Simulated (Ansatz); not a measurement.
Ideal-gas functions of `[O]CF` radical at 800 K and 1 bar, from an Ansatz frequency run at PBE0-D4/def2-TZVP.

Molar mass 49.02 g/mol, point group Cs (symmetry number 1), electronic degeneracy 2, moments of inertia 8.896, 46.382, 52.058 u Å². Harmonic wavenumbers (cm⁻¹, unscaled): 564, 775, 1034, 1157, 1184, 1315, 1357, 2897, 2923.

Use S(trans) = R[1.5 ln M + 2.5 ln T − 1.1517]; rotational temperatures θ = 24.2544 K / I; S(rot) = R[ln(√π/σ · √(T³/θAθBθC)) + 1.5]; for each mode x = 1.438777 ν̃/T, S = R[x/(eˣ − 1) − ln(1 − e⁻ˣ)] and H = RT x/(eˣ − 1); 1 cm⁻¹ = 0.0119627 kJ/mol; R = 8.31446 J/(mol·K).

**Question.** By hand: the entropy, in J/(mol·K).

**Answer.** Translation 177.9. Rotation: θ = 2.7264, 0.5229, 0.4659 K, giving 102.3. Vibration, mode by mode: 8.54, 6.20, 4.26, 3.58, 3.44, 2.86, 2.69, 0.28, 0.27, in all 32.1. Electronic 5.8. Sum 318.1 J/(mol·K).

**Question.** By hand: H − E and G − E in kJ/mol, counted from the electronic energy.

**Answer.** Zero-point energy ½ × 13206 × 0.0119627 = 79.0; thermal vibration 16.6; translation, rotation and pV give 4 RT = 26.6. H − E = 122.2 kJ/mol, and G − E = 122.2 − 800 × 318.1/1000 = -132.3 kJ/mol.

Vibration gives 10 % of the entropy.
